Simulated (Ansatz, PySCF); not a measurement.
Species: trichloroborane, BCl3, net charge 0, singlet state. SMILES: ClB(Cl)Cl
Coordinates optimised at B3LYP-D3(BJ)/def2-TZVP (Ansatz, a program for electronic structure):
```xyz
4

B      0.0000     0.0000     0.0000
Cl     0.0051     1.7450    -0.0247
Cl     1.5085    -0.8773    -0.0189
Cl    -1.5136    -0.8677     0.0437
```

PBE beside other levels, property by property. Valence correlation only, unless marked. UHF or UKS for open shells. No spin-orbit coupling. No relativistic terms. CBS(X,Y): correlation extrapolated as X^-3; Hartree-Fock from the larger set. Rows marked 298 K are enthalpies with B3LYP-D3(BJ) harmonic zero-point and thermal terms from PySCF. Enthalpies of formation rest on the atoms' values in the G2/97 table (older ones for B and Si), with no core term in the frozen-core levels. The coupled-cluster column (Ansatz) is a level with limits of its own: CCSD(T)/CBS(cc-pV(T+d)Z,cc-pV(Q+d)Z).

| property | PBE/def2-TZVPD (Ansatz) | B3LYP-D3(BJ)/def2-TZVPD (Ansatz + dftd3) | wB97M-V/def2-TZVPD (Ansatz) | B2PLYP-D3(BJ)/def2-TZVPD (Ansatz + dftd3) | coupled cluster | measured |
|---|---|---|---|---|---|---|
| B-Cl bond dissociation enthalpy, 298 K, to Cl[B]Cl + Cl atom (kcal/mol) | 117.5 | 114.6 | 121.3 | 116.5 | 119.5 | - |
| enthalpy of formation at 298 K by atomisation (kcal/mol) | -109.3 | -93.0 | -102.1 | -95.2 | -97.2 | -96.3 |

Measured values: G2/97 table in ASE (Curtiss et al.); they hold spin-orbit effects, which all levels lack, and core correlation, which the frozen-core levels lack. This is an older compilation, not checked against later work.

As the rows show:
- B-Cl bond dissociation enthalpy, 298 K, to Cl[B]Cl + Cl atom: PBE lies 2.0 kcal/mol below coupled cluster.
- enthalpy of formation at 298 K by atomisation: PBE lies 13.0 kcal/mol below the measured value.
